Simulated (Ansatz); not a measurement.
Basis-set extrapolation for C5H11N, SMILES `NC1CCCC1` (PBE0-D4/def2-TZVP geometry, frozen core, Ansatz). Multiplicity 1, RHF reference.

```json
{"": "HF", "def2-TZVPP": "-250.283814", "def2-QZVPP": "-250.295533"}
{"": "MP2 correlation", "def2-TZVPP": "-1.075926", "def2-QZVPP": "-1.144315"}
{"": "CCSD(T) correlation", "def2-TZVPP": "-1.175987", "def2-QZVPP": "not run"}
```

Energies in hartree. Use E(X) = E(∞) + A·exp(−7.88·√X) for Hartree–Fock and E(X) = E(∞) + B·X^(−2.97) for correlation, with X = 3 and 4, and add CCSD(T) minus MP2 of the smaller set to the MP2 limit.

Problem. What is the CCSD(T) energy at the basis-set limit?

Solution. HF limit: -250.295533 + (-0.011719) × 0.13774 = -250.29715. MP2 limit: -1.144315 + (-0.068389) × 0.74074 = -1.19497. Higher-order term: -1.175987 − (-1.075926) = -0.10006. Total: -251.59218 hartree, 3.60 eV below CCSD(T)/def2-TZVPP.
